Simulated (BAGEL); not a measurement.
**C6H10 (1-methylcyclopentene): RI-MP2/6-31G(d) (density fitting with cc-pvqz-jkfit, spherical functions)**

What is the energy change on altering one bond length of C6H10 (1-methylcyclopentene) at RI-MP2/6-31G* (density fitting with cc-pvqz-jkfit, spherical functions)? 

Program for the calculation: BAGEL 1.2.2.

**1. The system as given**

C6H10 has 16 atoms, charge 0, and is taken as a singlet. As SMILES, `CC1=CCCC1`. The coordinates come from a PBE0-D4/def2-TZVP relaxation. This is one conformer, not always the lowest.

Bond lengths: C1–C2 1.486 Å, C2–C3 1.331 Å, C3–C4 1.499 Å, C4–C5 1.538 Å, C2–C6 1.505 Å, C5–C6 1.535 Å, C1–H7 1.096 Å, C1–H8 1.095 Å, C1–H9 1.091 Å, C3–H10 1.085 Å, C4–H11 1.094 Å, C4–H12 1.098 Å, C5–H13 1.093 Å, C5–H14 1.091 Å, C6–H15 1.095 Å, C6–H16 1.099 Å. Some angles: C1–C2–C3 127.5°, C1–C2–C6 121.7°, C3–C2–C6 110.8°, C2–C3–C4 112.6°, C3–C4–C5 102.8°, C4–C5–C6 105.2°, C2–C6–C5 103.6°, C2–C1–H7 110.9°, C2–C1–H8 111.1°, C2–C1–H9 111.7°.

**2. The energy at RI-MP2/6-31G(d) (density fitting with cc-pvqz-jkfit, spherical functions)**

File calc.json:

```json
{ "bagel" : [

{
  "title" : "molecule",
  "basis" : "6-31gs.json",
  "df_basis" : "cc-pvqz-jkfit",
  "angstrom" : true,
  "geometry" : [
    { "atom" : "C", "xyz" : [   -0.182550,    0.153470,    2.196680 ] },
    { "atom" : "C", "xyz" : [    0.039290,    0.039180,    0.731770 ] },
    { "atom" : "C", "xyz" : [    1.204510,   -0.027810,    0.091730 ] },
    { "atom" : "C", "xyz" : [    1.039050,   -0.203910,   -1.387910 ] },
    { "atom" : "C", "xyz" : [   -0.449080,    0.116590,   -1.605660 ] },
    { "atom" : "C", "xyz" : [   -1.108990,   -0.080680,   -0.234400 ] },
    { "atom" : "H", "xyz" : [   -0.752800,   -0.702760,    2.573510 ] },
    { "atom" : "H", "xyz" : [   -0.768550,    1.046860,    2.437290 ] },
    { "atom" : "H", "xyz" : [    0.759370,    0.203610,    2.745170 ] },
    { "atom" : "H", "xyz" : [    2.172750,   -0.007620,    0.580790 ] },
    { "atom" : "H", "xyz" : [    1.695560,    0.444770,   -1.975280 ] },
    { "atom" : "H", "xyz" : [    1.281320,   -1.233740,   -1.682420 ] },
    { "atom" : "H", "xyz" : [   -0.549170,    1.163300,   -1.904140 ] },
    { "atom" : "H", "xyz" : [   -0.905320,   -0.488430,   -2.391050 ] },
    { "atom" : "H", "xyz" : [   -1.901490,    0.648610,   -0.037670 ] },
    { "atom" : "H", "xyz" : [   -1.573910,   -1.071450,   -0.138410 ] }
  ]
},
{
  "title" : "hf"
},
{
  "title" : "mp2",
  "ncore" : 6
}

]}
```

The basis set 6-31G* is read from a file made from the Basis Set Exchange's data (not shown).

Run with:

```bash
BAGEL_NUM_THREADS=1 BAGEL calc.json > calc.out
```

Output:

```text
* using 1 threads per process

  ===============================================================
  ===============================================================

  *** Geometry ***

  { "atom" : "C", "xyz" : [     -0.344970,      0.290016,      4.151124 ] },
  { "atom" : "C", "xyz" : [      0.074247,      0.074039,      1.382845 ] },
  { "atom" : "C", "xyz" : [      2.276194,     -0.052553,      0.173345 ] },
  { "atom" : "C", "xyz" : [      1.963520,     -0.385334,     -2.622770 ] },
  { "atom" : "C", "xyz" : [     -0.848638,      0.220323,     -3.034258 ] },
  { "atom" : "C", "xyz" : [     -2.095687,     -0.152463,     -0.442952 ] },
[... 8 lines of this table left out ...]
  { "atom" : "H", "xyz" : [     -3.593295,      1.225695,     -0.071186 ] },
  { "atom" : "H", "xyz" : [     -2.974259,     -2.024747,     -0.261557 ] },

  Number of auxiliary basis functions:     1146

  Since a DF basis is specified, we compute 2- and 3-index integrals:
    o Being stored without compression. Storage requirement is 0.099 GB

  Number of basis functions:      104
  Number of electrons      :       46

    * METHOD: MOLECULE                             2.02

  *** RHF ***

  === Nuclear Repulsion ===
   234.4960788977

      * DIIS with orbital gradients will be used.

  === RHF iteration (6-31gs.json) ===
      0       -232.85751652          0.01332956           0.35
      1       -232.99558227          0.00491761           0.34
      2       -233.01386588          0.00171234           0.35
      3       -233.01606933          0.00019869           0.35
      4       -233.01611082          0.00006124           0.35
      5       -233.01611501          0.00001289           0.35
[... 6 lines of this table left out ...]
     12       -233.01611530          0.00000001           0.35
     13       -233.01611530          0.00000001           0.37
    * SCF iteration converged.

    * Permanent dipole moment:
           (    0.067667,     0.015150,    -0.052267) a.u.

    * METHOD: HF                                   5.54

  *** RHF ***

  === Nuclear Repulsion ===
   234.4960788977

      * DIIS with orbital gradients will be used.

  === RHF iteration (6-31gs.json) ===
      0       -233.01611530          0.00000000           0.37
    * SCF iteration converged.

    * Permanent dipole moment:
           (    0.067667,     0.015150,    -0.052267) a.u.

  === DF-MP2 calculation ===

    * freezing 6 orbitals
    * 3-index integral transformation done
    * assembly done

      MP2 correlation energy:   -0.7664838148      0.32

      MP2 total energy:       -233.7825991166

    * METHOD: MP2                                  1.09

  ===============================================================
```

Wall time 9 s (1 thread of Arm Neoverse V1, shared host); peak memory 0.32 GiB.

**3. The distorted shape at the same level**

File mp2.json:

```json
{ "bagel" : [

{
  "title" : "molecule",
  "basis" : "6-31gs.json",
  "df_basis" : "cc-pvqz-jkfit",
  "angstrom" : "true",
  "geometry" : [
    { "atom" : "C", "xyz" : [    0.451472,   -0.429982,    2.039291 ] },
    { "atom" : "C", "xyz" : [    0.673312,   -0.544272,    0.574381 ] },
    { "atom" : "C", "xyz" : [    1.838532,   -0.611262,   -0.065659 ] },
    { "atom" : "C", "xyz" : [    1.673072,   -0.787362,   -1.545299 ] },
    { "atom" : "C", "xyz" : [    0.184942,   -0.466862,   -1.763049 ] },
    { "atom" : "C", "xyz" : [   -0.474968,   -0.664132,   -0.391789 ] },
    { "atom" : "H", "xyz" : [   -0.118778,   -1.286212,    2.416121 ] },
    { "atom" : "H", "xyz" : [   -0.134528,    0.463408,    2.279901 ] },
    { "atom" : "H", "xyz" : [    1.393392,   -0.379842,    2.587781 ] },
    { "atom" : "H", "xyz" : [    2.806772,   -0.591072,    0.423401 ] },
    { "atom" : "H", "xyz" : [    2.329582,   -0.138682,   -2.132669 ] },
    { "atom" : "H", "xyz" : [    1.915342,   -1.817192,   -1.839809 ] },
    { "atom" : "H", "xyz" : [    0.084852,    0.579848,   -2.061529 ] },
    { "atom" : "H", "xyz" : [   -0.271298,   -1.071882,   -2.548439 ] },
    { "atom" : "H", "xyz" : [   -1.901490,    0.648610,   -0.037670 ] },
    { "atom" : "H", "xyz" : [   -0.939888,   -1.654902,   -0.295799 ] }
  ]
},
{ "title" : "hf" },
{ "title" : "mp2", "ncore" : 6 }

]}
```

The basis set 6-31G* is read from a file made from the Basis Set Exchange's data (not shown).

Run with:

```bash
BAGEL_NUM_THREADS=1 BAGEL mp2.json > mp2.out
```

Output:

```text
* using 1 threads per process

  ===============================================================
  ===============================================================

  *** Geometry ***

  { "atom" : "C", "xyz" : [      0.853158,     -0.812548,      3.853701 ] },
  { "atom" : "C", "xyz" : [      1.272375,     -1.028525,      1.085423 ] },
  { "atom" : "C", "xyz" : [      3.474322,     -1.155118,     -0.124078 ] },
  { "atom" : "C", "xyz" : [      3.161648,     -1.487899,     -2.920192 ] },
  { "atom" : "C", "xyz" : [      0.349490,     -0.882241,     -3.331680 ] },
  { "atom" : "C", "xyz" : [     -0.897559,     -1.255028,     -0.740374 ] },
[... 8 lines of this table left out ...]
  { "atom" : "H", "xyz" : [     -3.593295,      1.225695,     -0.071186 ] },
  { "atom" : "H", "xyz" : [     -1.776131,     -3.127312,     -0.558979 ] },

  Number of auxiliary basis functions:     1146

  Since a DF basis is specified, we compute 2- and 3-index integrals:
    o Being stored without compression. Storage requirement is 0.099 GB

  Number of basis functions:      104
  Number of electrons      :       46

    * METHOD: MOLECULE                             2.06

  *** RHF ***

  === Nuclear Repulsion ===
   231.6858914496

      * DIIS with orbital gradients will be used.

  === RHF iteration (6-31gs.json) ===
      0       -232.70981758          0.01331781           0.35
      1       -232.85024314          0.00569695           0.35
      2       -232.87521083          0.00205070           0.34
      3       -232.87873601          0.00038683           0.34
      4       -232.87888450          0.00011746           0.34
      5       -232.87890750          0.00004010           0.34
[... 7 lines of this table left out ...]
     13       -232.87891020          0.00000001           0.34
     14       -232.87891020          0.00000000           0.33
    * SCF iteration converged.

    * Permanent dipole moment:
           (   -0.637960,     0.432740,     0.116040) a.u.

    * METHOD: HF                                   5.84

  *** RHF ***

  === Nuclear Repulsion ===
   231.6858914496

      * DIIS with orbital gradients will be used.

  === RHF iteration (6-31gs.json) ===
      0       -232.87891020          0.00000000           0.34
    * SCF iteration converged.

    * Permanent dipole moment:
           (   -0.637960,     0.432740,     0.116039) a.u.

  === DF-MP2 calculation ===

    * freezing 6 orbitals
    * 3-index integral transformation done
    * assembly done

      MP2 correlation energy:   -0.7803073878      0.31

      MP2 total energy:       -233.6592175896

    * METHOD: MP2                                  1.04

  ===============================================================
```

It took 9.3 s on 1 thread of Arm Neoverse V1, shared host; peak memory 0.32 GiB.

**4. Outcome**

At RI-MP2/6-31G* (density fitting with cc-pvqz-jkfit, spherical functions), 6 core orbitals frozen:

| quantity | value |
| --- | --- |
| first shape: total energy | -233.78260 Eh |
| first shape: correlation energy (6 core orbitals frozen) | -766.5 mEh |
| distorted shape: total energy | -233.65922 Eh |
| distorted shape: correlation energy (6 core orbitals frozen) | -780.3 mEh |
| energy change with the C6–H15 bond stretched from 1.095 to 1.971 Å | 3.357 eV |

What this shows: One bond (distorted shape) is far stretched, which a spin-restricted single reference describes badly; perturbation theory on it can break down and give far too much correlation. With the C6–H15 bond stretched from 1.095 to 1.971 Å the energy rises by 3.36 eV (324 kJ/mol). The first shape isn't relaxed at this level, so the change isn't measured from a minimum. A restricted reference can't describe the breaking bond well at this length.
